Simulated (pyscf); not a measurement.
H₃C–SiH₂• (SMILES C[SiH2]) + SiH₄ (SMILES [SiH4]) → H₃C–SiH₃ (SMILES C[SiH3]) + SiH₃• (SMILES [SiH3]) (hydrogen abstraction; doublet surface; H–Si broken, H–Si formed). Single points on ωB97X-D3(BJ)/def2-SVP structures (PySCF, gas phase). Energies in kcal/mol from the separated reactants.

```
level                   barrier  reaction energy
----------------------  -------  ---------------
PBE/def2-TZVP               3.8             -0.3
r²SCAN/def2-TZVP            6.2             -0.6
B3LYP-D3(BJ)/def2-TZVP      6.2             -0.4
PBE0-D3(BJ)/def2-TZVP       5.3             -0.5
ωB97M-D3(BJ)/def2-TZVP      8.9             -0.8
HF/def2-TZVP               22.4             -0.9
```

The functionals in the table span 5.1 kcal/mol in this barrier, from PBE to ωB97M-D3(BJ)/def2-TZVP. One saddle was located; it need not be the lowest between these sides. The angle at the transferred H is 172°.
